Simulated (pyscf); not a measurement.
PySCF, gas phase, ωB97X-D3(BJ)/def2-SVP geometries.

SMILES: [OH][Sn]([OH])([OH])[F]
```xyz
8

O     -2.1111    -1.4489    -1.1011
Sn    -0.3114    -1.1394    -0.4152
O      1.0323    -1.5982    -1.7525
O     -0.0877     0.7040     0.1813
F     -0.0614    -2.2908     1.1130
H     -2.7924    -1.2988    -0.4328
H      0.9492    -2.5085    -2.0650
H      0.7994     0.8758     0.5232
```
Charge 0, spin multiplicity 1.

Problem. How much does it cost (ΔH, 298 K, ωB97M-D3(BJ)/def2-TZVP) to split HO–Sn(OH)(OH)–F at its F–Sn bond into HO–Sn•(OH)–OH + F•?

Solution. F–Sn to HO–Sn•(OH)–OH + F•: 110.5 kcal/mol. The 7 functionals that were run give +106.7 (B3LYP-D3(BJ)) to +113.1 kcal/mol (ωB97X-D3(BJ)). Other isomers of HO–Sn•(OH)–OH were not searched in full and may lie lower. Left out: the spin-orbit lowering of F. Elements past Kr carry the def2 core potentials, without spin-orbit coupling.
